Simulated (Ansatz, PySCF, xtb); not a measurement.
Barrier height from Cl− + CH3Cl (SMILES CCl) to the transition structure CH3Cl2, without zero-point energy, on the benchmark's geometries as Psi4's copy of the set gives them.
Transition structure (charge -1, multiplicity 1):
```xyz
6

Cl     2.323     0.000     0.000
C      0.000     0.000    -0.001
H      0.000    -0.744    -0.768
H      0.000    -0.291     1.028
H      0.000     1.037    -0.262
Cl    -2.323     0.000     0.000
```

Open shells are unrestricted; no spin–orbit coupling.

Cores are frozen in the correlated methods. Rows in 3-21G, 6-311+G**, 6-31G* carry no dispersion term and start afresh at each structure (6-31G* with six Cartesian d functions).

Run with Ansatz (Gaussian orbitals); PySCF for 3-21G rows, 6-311+G** rows, 6-31G* rows; xtb for the GFN methods. 

```csv
level,barrier height (kJ/mol)
GFN2-xTB,10.9
B3LYP/3-21G,-81.6
B3LYP/6-311+G**,-5.3
B3LYP/def2-TZVPPD,-0.9
M06-2X/6-31G*,-8.2
B2PLYP/def2-TZVPPD,3.6
MP2/cc-pVDZ,6.6
SCS-MP2/aug-cc-pV(D+d)Z,16.6
CCSD(T)/aug-cc-pV(D+d)Z,(withheld)
```

**Question.** What belongs in the gaps?

**Answer.** 
- CCSD(T)/aug-cc-pV(D+d)Z, barrier height (kJ/mol): 5.5

Ansatz is a program for electronic structure.
